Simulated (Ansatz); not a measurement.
Consider the isomerisation: `FC1C=C1` → `C=C=CF`.

Computed with Ansatz on PBE0-D4/def2-TZVP structures; ΔE is electronic, products minus reactants. CCSD(T)/CBS is the MP2 limit (def2-TZVPP, def2-QZVPP) plus CCSD(T) − MP2 in def2-TZVPP, frozen cores. Functionals use def2-TZVPP.

| level | ΔE (kcal/mol) |
| --- | --- |
| ωB97X-V | -6.9 |
| BLYP | -15.9 |
| SCS-MP2/def2-TZVPP | -8.5 |
| HF/def2-QZVPP | -11.4 |

**Question.** What does CCSD(T)/CBS give? (Estimate.)

**Answer.** Computed: -9.6 kcal/mol. The listed levels differ from it by 2.7, -6.3, 1.1, -1.8 kcal/mol.

**Question.** What do rigid-rotor, harmonic-oscillator terms from PBE0-D4/def2-TZVP frequencies (298.15 K, 1 bar) make of the CCSD(T)/CBS value? (Best estimate.)

**Answer.** Computed: ΔZPE = -0.3 kcal/mol, ΔH = -9.5 kcal/mol, ΔS = 10 J/(mol·K), ΔG = -10.2 kcal/mol.

Largest T1 diagnostic among the species: 0.013.

Leaving LDA and LC-ωPBE aside and taking each functional with its dispersion term where it has one, the values, not all of them listed here, spread over 9.4 kcal/mol, from BLYP-D4 to PBE-QIDH. LDA lies +2.6 kcal/mol from PBE without D4. From r2SCAN to r2SCAN0 (25 % exact exchange), in def2-TZVPP and without D4, ΔE moves by +2.2 kcal/mol. In def2-TZVPP, CCSD(T) changes the Hartree–Fock value by +0.9 kcal/mol (the triples alone add −0.3 kcal/mol) and MP2 by +4.8 kcal/mol.
